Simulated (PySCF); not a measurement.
Molecule: `N[SiH3]`, H₅NSi.

Bonds (- single, = double, # triple, : aromatic): N1-Si2. N1 carries H3, H4; Si2 carries H5, H6, H7.

Frames of a GFN2-xTB Langevin trajectory at 600 K; GIAO PBE0/pcSseg-1 shieldings in PySCF 2.14, gas phase, non-relativistic; equivalent atoms averaged within each frame.

Shifts are taken against calculated references (same method and geometry level): $^{15}$N (σref 267.73) against NH3; TMS for $^{29}$Si (σref 349.16) and $^{1}$H (σref 31.72). The references are static minima.

Question: How do the shifts (ppm) fluctuate along the trajectory?

Answer: 
| time (fs) | N1 | Si2 | H5/H6/H7 | H3/H4 |
| --- | --- | --- | --- | --- |
| optimised geometry | -2.8 | -56.8 | 4.70 | -0.27 |
| 250 | 7.0 | -57.5 | 5.52 | 1.08 |
| 425 | 6.1 | -51.5 | 5.20 | 0.33 |
| 625 | -0.9 | -41.8 | 6.24 | 0.54 |
| 800 | -5.2 | -53.7 | 5.64 | 0.12 |
| 1000 | 23.3 | -45.6 | 5.19 | 1.47 |
| mean of frames | 6.1 | -50.0 | 5.56 | 0.71 |
| standard deviation | 10.9 | 6.3 | 0.43 | 0.56 |

5 frames give an uncertainty of the mean of about the standard deviation over 2.2 at best, since frames this close in time may not be independent; classical motion lacks zero-point vibration, and the reference would need the same averaging.
